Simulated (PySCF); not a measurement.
Process, species as SMILES: CSC + 2 [H][H] (H2) → 2 C (CH4) + S (H2S)
B3LYP-D3(BJ)/def2-TZVP geometries, fixed; electronic energies without zero-point terms.

Effect of the SCF energy threshold at HF/def2-SVP with PySCF, against the last row, where the energy of full hydrogenation is -49.51 kcal/mol.

```csv
setting,"SCF cycles, largest species",largest shift of a total energy (mEh),shift of the energy of full hydrogenation (kcal/mol)
conv_tol: 1e-4,5,0.000,0.000
conv_tol: 1e-5,6,0.000,0.000
conv_tol: 1e-6,7,0.000,0.000
conv_tol: 1e-7,7,0.000,0.000
conv_tol: 1e-11,10,0.000,0.000
```

Within 0.02 kcal/mol in the energy of full hydrogenation: conv_tol: 1e-4; conv_tol: 1e-5; conv_tol: 1e-6; conv_tol: 1e-7. The largest shift is 0.000 mEh in a total energy and 0.000 kcal/mol in the difference.
